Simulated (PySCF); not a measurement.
ethanolate, C₂H₅O (charge -1), SMILES CC[O-], point group Cs.

Level: B3LYP/pcSseg-1 in PySCF (density fitting, grid level 2); geometry and Hessian at that level, cubic constants and property derivatives from steps of ±0.6 along each species' dimensionless normal coordinates, second-order vibrational perturbation theory. The parent has the commonest isotopes.

Equilibrium geometry in the parent's principal axes a, b, c (Å):

| atom | a | b | c |
| --- | --- | --- | --- |
| C1 | 1.27 | 0.22 | 0.00 |
| C2 | -0.12 | -0.51 | 0.00 |
| O3 | -1.16 | 0.30 | 0.00 |
| H4 | 1.34 | 0.87 | 0.89 |
| H5 | 2.13 | -0.48 | 0.00 |
| H6 | 1.34 | 0.87 | -0.89 |
| H7 | -0.04 | -1.24 | -0.89 |
| H8 | -0.04 | -1.24 | 0.89 |

Ground-state constants (MHz). Parent: 38113.8, 9565.7, 8470.9. A species with one ²H: 32411.2, 9449.1, 8233.9.

Problem. Which position carries the label?

Solution. Moments I = 505379/B are 13.2597, 52.8323, 59.6606 and 15.5928, 53.4841, 61.3779 u Å². With M = 45.0340 u and Δm = 1.0063 u, μ = MΔm/(M + Δm) = 0.9843 u. Kraitchman's equations give |a|, |b|, |c| = 0.132, 1.252, 0.897 Å. That is H7 or the like H8, whose equilibrium values are 0.035, 1.242, 0.893 Å.

Internal rotors are held in one well.
